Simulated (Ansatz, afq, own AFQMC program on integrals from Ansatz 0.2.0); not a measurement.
**AlSiH$_{4}$, doublet: AFQMC among the cluster methods**

```yaml
atoms:
  - { symbol: Si, position_ang: [0.0000, 0.0493, 1.1585] }
  - { symbol: Al, position_ang: [0.0000, -0.1012, -1.3138] }
  - { symbol: H, position_ang: [0.0000, 1.4304, 1.7233] }
  - { symbol: H, position_ang: [1.1989, -0.6588, 1.6941] }
  - { symbol: H, position_ang: [-1.1989, -0.6588, 1.6941] }
  - { symbol: H, position_ang: [0.0000, 1.2225, -2.2207] }
```

Connectivity, by distances: SiH3–AlH.

Basis 6-31G. Noble-gas cores (and the filled d shells of Ga–Kr and In–Xe) are frozen. Ansatz 0.2.0 and our own AFQMC program on the same integrals; the CISD trial comes from CCSD amplitudes, and released means the phaseless constraint is let go. ± is one standard error of the sampling.

Determinant: UHF, the one that the program's search chose, which needn't be the lowest solution. The geometry is a point of a scan.

No full CI on the walks' own integrals is used here; CCSDT(Q) serves as the reference and is uncertain by about the last step of the cluster series.

Cautions: the released energies have errors that jump between times, so the bars are unsure, so no released level is given (meV from the phaseless value at times in 1/Eh: -16 ± 28 at 0.24, -13 ± 23 at 0.51, -4 ± 14 at 0.99, 13 ± 4 at 1.62, 11 ± 4 at 2.40), though the last usable value meets CCSDT(Q) within the noise.

```
T1 diagnostic                               : 0.0120
weight of the determinant in the CISD state : 0.910
⟨S²⟩ of the determinant                     : 0.752
size of the correlated space                : 11 electrons in 24 orbitals
```

Reference: CCSDT(Q), correlation energy -3.110 eV.

```
        level  E − E(reference) (meV)  share of correlation (%)
           HF                  3110.1                      0.00
          MP2                   908.4                     70.79
         CCSD                    67.0                     97.85
      CCSD(T)                    19.3                     99.38
        CCSDT                     1.8                     99.94
ph-AFQMC/CISD             -10.8 ± 9.0                    100.35
```

A walk keeps the symmetry of its determinant, which the program's search chose and which needn't be the lowest solution, so a lower state of the same spin and another symmetry isn't excluded.
